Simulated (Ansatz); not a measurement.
**BH3Cl− (SMILES [BH3-]Cl): levels of theory compared**

Wanted: a comparison of 6 runs (HF/STO-3G, UPBE0/STO-3G, revPBE/STO-3G, UMP2/STO-3G, CCSDTQ/STO-3G, FCI/STO-3G) of BH3Cl−. 

Program for the calculation: Ansatz 0.2.0.

3 further runs of the same task are left out: 3 that didn't finish.

## Step 1: The molecule

BH3Cl− has 5 atoms, charge -1, and is taken as a singlet. SMILES: `[BH3-]Cl`. The H5–B1 distance was set to 1.510 Å, away from the relaxed value.

Bond lengths: B1–Cl2 1.873 Å, B1–H3 1.208 Å, B1–H4 1.208 Å. Angles: Cl2–B1–H3 106.7°, Cl2–B1–H4 106.7°, H3–B1–H4 112.0°.

## Step 2: The energy at HF/STO-3G (run 1)

input.yaml reads:

```yaml
crystal:
  periodic: [false, false, false]
  atoms:
    - {symbol: B, position_ang: [0.102860, -0.274154, -0.062907]}
    - {symbol: Cl, position_ang: [-0.825390, 0.270166, -1.595807]}
    - {symbol: H, position_ang: [1.243550, -0.480904, -0.401907]}
    - {symbol: H, position_ang: [-0.439630, -1.277634, 0.333893]}
    - {symbol: H, position_ang: [0.000500, 0.857390, 0.931390]}
basis:
  gaussian: {orbitals: STO-3G}
total_charge: -1
hamiltonian: {xc: hf}
accuracy: high
```

Started as:

```bash
$ ansatz run input.yaml --threads 1 --pin off --max-ram 2610MiB --events-out events.jsonl --progress --plain --runs-dir runs
```

The log of the run:

```text
Warning: RAYON_NUM_THREADS=1 ignored (pool sized by the plan → 1); use --threads N
Functional definition: HF
  name "HF"
  exchange = exact_x
  correlation = 0
281 factors; integrals over basis functions are off by at most 9.8e-9 eV
mean field evaluation 1: about -13076.8875 eV, gradient 1.5e1 eV
mean field evaluation 2: about -13076.9407 eV, gradient 1.5e1 eV
mean field evaluation 4: about -13078.0855 eV, gradient 8.4e-1 eV
mean field evaluation 8: about -13078.0876 eV, gradient 9.6e-5 eV
mean field -13078.08758662 eV, -480.6108541622 hartree, gradient 4.7e-9 eV, S^2 0.000000; 0 other end points of the search recorded, 0 dependent functions left out
reference -13078.08758662 eV, -480.6108541622 hartree; 13, 13 occupied and 4, 4 virtual orbitals, 281 factors
Total energy: -13078.08758662 eV, -480.6108541622 hartree
```

Wall time 0.08 s (1 thread of Arm Neoverse V1, shared host).

## Step 3: A single-point energy at UPBE0/STO-3G (run 2)

molecule.yaml reads:

```yaml
basis:
  gaussian:
    orbitals: STO-3G
crystal:
  periodic: [false, false, false]
  atoms:
    - {symbol: B, position_ang: [0.102860, -0.274154, -0.062907]}
    - {symbol: Cl, position_ang: [-0.825390, 0.270166, -1.595807]}
    - {symbol: H, position_ang: [1.243550, -0.480904, -0.401907]}
    - {symbol: H, position_ang: [-0.439630, -1.277634, 0.333893]}
    - {symbol: H, position_ang: [0.000500, 0.857390, 0.931390]}
total_charge: -1
accuracy: high
magnetization:
  spin_polarized: true
hamiltonian:
  xc: {name: PBE0}
```

Started as:

```bash
$ ansatz run molecule.yaml --threads 1 --pin off --max-ram 2610MiB --events-out events.jsonl --progress --plain --runs-dir runs
```

The log of the run:

```text
Warning: RAYON_NUM_THREADS=1 ignored (pool sized by the plan → 1); use --threads N
Functional definition: PBE0
  name "PBE0"
  parameter a = 0.25
  parameter kappa = 0.804
  parameter beta = 0.06672455060314922
  exchange = (1 - a)*pbe_x(kappa = kappa, mu = beta*pi^2/3) + a*exact_x
  correlation = pbe_c(beta = beta)
281 factors; integrals over basis functions are off by at most 9.8e-9 eV
mean field evaluation 1: about -13096.2621 eV, gradient 9.8e0 eV
mean field evaluation 2: about -13096.5623 eV, gradient 8.2e0 eV
mean field evaluation 4: about -13097.0361 eV, gradient 2.2e-1 eV
mean field evaluation 8: about -13097.0008 eV, gradient 4.4e-4 eV
mean field -13097.00083694 eV, -481.3059032916 hartree, gradient 6.7e-8 eV, S^2 0.000000; 0 other end points of the search recorded, 0 dependent functions left out
reference -13097.00083816 eV, -481.3059033362 hartree; 13, 13 occupied and 4, 4 virtual orbitals, 281 factors
Total energy: -13097.00083816 eV, -481.3059033362 hartree
```

It took 1.4 s on 1 thread of Arm Neoverse V1, shared host; peak memory 0.12 GiB.

Runs 3 to 5 aren't shown in full; the table further down has their settings and results.

## Step 4: The energy at FCI/STO-3G (run 6)

Edit molecule.yaml of step 3 so:

```diff
@@ -1,4 +1 @@
-basis:
-  gaussian:
-    orbitals: STO-3G
 crystal:
@@ -11,7 +8,6 @@
     - {symbol: H, position_ang: [0.000500, 0.857390, 0.931390]}
+basis:
+  gaussian: {orbitals: STO-3G}
+correlation: {method: fci, frozen_orbitals: {B: 1, Cl: 5, H: 0}}
+accuracy: high
 total_charge: -1
-accuracy: high
-magnetization:
-  spin_polarized: true
-hamiltonian:
-  xc: {name: PBE0}
```

Started as:

```bash
$ ansatz run molecule.yaml --threads 1 --pin off --max-ram 2610MiB --events-out events.jsonl --progress --plain --runs-dir runs
```

The log of the run:

```text
Warning: RAYON_NUM_THREADS=1 ignored (pool sized by the plan → 1); use --threads N
[... 4 set-up lines as earlier in the session ...]
281 factors; integrals over basis functions are off by at most 9.8e-9 eV
mean field evaluation 1: about -13076.8875 eV, gradient 1.5e1 eV
mean field evaluation 2: about -13076.9407 eV, gradient 1.5e1 eV
mean field evaluation 4: about -13078.0855 eV, gradient 8.4e-1 eV
mean field evaluation 8: about -13078.0876 eV, gradient 9.6e-5 eV
mean field -13078.08758662 eV, -480.6108541622 hartree, gradient 4.7e-9 eV, S^2 0.000000; 0 other end points of the search recorded, 0 dependent functions left out
6 core orbitals not correlated: weight in the atoms' cores, before any rotation towards them, 1.000 or more for the frozen orbitals, at most 0.000 for the correlated occupied ones
reference -13078.08758662 eV, -480.6108541622 hartree; 7, 7 occupied and 4, 4 virtual orbitals, 281 factors
state -13080.10540088 eV, -480.6850074684 hartree
Total energy: -13080.10540088 eV, -480.6850074684 hartree
```

Wall time 0.44 s (1 thread of Arm Neoverse V1, shared host).

## Step 5: Overview of the runs

```tsv
run	level	frozen core orbitals	energy (Eh)	wall time
1	HF/STO-3G	–	-480.610854	0.08 s
2	UPBE0/STO-3G	–	-481.305903	1.4 s
3	revPBE/STO-3G	–	-481.388421	0.86 s
4	UMP2/STO-3G	6	-480.662457	0.1 s
5	CCSDTQ/STO-3G	6	-480.685008	2.4 s
6	FCI/STO-3G	6	-480.685007	0.44 s
```

## Step 6: What came out

```
                                          quantity          value
                               run 6: total energy  -480.68501 Eh
run 6: correlation energy (6 core orbitals frozen)      -74.2 mEh
```

In words: Against full CI in this basis: HF +74.2 mEh; UMP2 +22.6 mEh; CCSDTQ -0.0 mEh. Totals of different functionals can't be ranked against each other. In runs 1, 2, 3, 4, 5, 6 the basis is minimal, so the values are rough. All runs together took 5.3 s, the longest 2.4 s.
